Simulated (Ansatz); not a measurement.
We consider Cu₃AsS₄ (Pmn2₁, No. 31), described by r²SCAN (Ansatz, an electronic-structure program, PAW).

Settings: plane-wave cutoff 560 eV, 6×6×6 k mesh, Fermi–Dirac smearing 0.01 eV, no spin polarisation, scalar-relativistic PAW data made under PBE.

Shape and atoms are relaxed at each volume.

Pressure at four volumes; x = ln(V/18.090 Å³). One pressure is withheld.

| V (Å³/atom) | x | P (GPa) |
|---|---|---|
| 17.367 | -0.0408 | ? |
| 17.729 | -0.0202 | 1.72 |
| 18.090 | 0.0000 | 0.00 |
| 18.814 | 0.0392 | -2.90 |

Question: Pass a parabola P(x) through the three rows shown, estimate the bulk modulus and its pressure derivative near zero pressure, and predict the withheld pressure.

Answer: Slopes between the rows: (0.00 − (1.72))/(0.0000 − (-0.0202)) = -85.15 and (-2.90 − (0.00))/(0.0392 − (0.0000)) = -73.98 GPa. Their difference over the span 0.0594 is c = 11.17/0.0594 = 188.0 GPa, so P(x) = 1.72 + (-85.15)(x − (-0.0202)) + 188.0 (x − (-0.0202))(x − (0.0000)). At the middle row B = −dP/dx = −[-85.15 + 188.0 × 0.0202] = 81.4 GPa, and B′ = dB/dP = 2c/B = 4.6. At x = -0.0408 the parabola gives 3.63 GPa; the run gives 3.66 GPa. The Birch–Murnaghan fit to the energies at all volumes has B0 = 81.3 GPa and B′ = 4.8.

Note: the bulk modulus comes from volumes at which shape and atoms were relaxed.
